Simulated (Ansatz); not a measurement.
Basis-set extrapolation for C₅H₅F (`C=C(F)C#CC`) (PBE0-D4/def2-TZVP geometry, frozen core, the Gaussian-basis code of Ansatz). Multiplicity 1, RHF reference.

```csv
,def2-TZVPP,def2-QZVPP
HF,-291.721018,-291.733428
MP2 correlation,-1.032933,-1.107320
CCSD(T) correlation,-1.109120,not run
```

Energies in hartree. Use E(X) = E(∞) + A·exp(−7.88·√X) for Hartree–Fock and E(X) = E(∞) + B·X^(−2.97) for correlation, with X = 3 and 4, and add CCSD(T) minus MP2 of the smaller set to the MP2 limit.

What is the CCSD(T) energy at the basis-set limit?

HF limit: -291.733428 + (-0.012410) × 0.13774 = -291.73514. MP2 limit: -1.107320 + (-0.074387) × 0.74074 = -1.16242. Higher-order term: -1.109120 − (-1.032933) = -0.07619. Total: -292.97375 hartree, 90.1 kcal/mol below CCSD(T)/def2-TZVPP.
